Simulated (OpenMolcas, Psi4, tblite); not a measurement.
## How methods differ on C2HClF2 (SMILES FC(F)=CCl)

C2HClF2 has 6 atoms, charge 0, and is taken as a singlet. SMILES: `FC(F)=CCl`. The shape is that of a PBE0-D4/def2-TZVP optimisation.

```xyz
6

F     0.9010   -0.8104    1.3420
C     0.2676   -0.5622    0.2204
F     0.1925   -1.6326   -0.5227
C    -0.2184    0.6268   -0.0866
Cl   -1.0390    0.9264   -1.5521
H    -0.1038    1.4520    0.5990
```

Each level gives the vertical energy of the triplet above the singlet (eV). The values are calculated.

```tsv
level	kind	program	value (eV)	CPU time (all runs)
GFN2-xTB	semi-empirical	tblite	4.53	under 2 s
HF/6-31G* (spherical functions)	Hartree–Fock	OpenMolcas	3.86	12 s
SVWN5/6-31G* (spherical functions)	LDA	OpenMolcas	4.82	42 s
PBE/6-31G* (spherical functions)	GGA	OpenMolcas	4.63	56 s
M06-L/6-31G* (spherical functions)	meta-GGA	OpenMolcas	4.73	80 s
TPSS/6-31G* (spherical functions)	meta-GGA	OpenMolcas	4.54	90 s
B3LYP/6-31G* (spherical functions)	global hybrid	OpenMolcas	4.59	58 s
MP2/6-31G* (spherical functions)	perturbation theory	Psi4	6.47	21 s
CCSD/6-31G* (spherical functions)	coupled cluster or CI	Psi4	6.43	2.8 min
```

The values span 3.86 to 6.47 eV. Times are those of the runs behind each value, whatever else they computed, on shared processors of several kinds: orders of magnitude only.
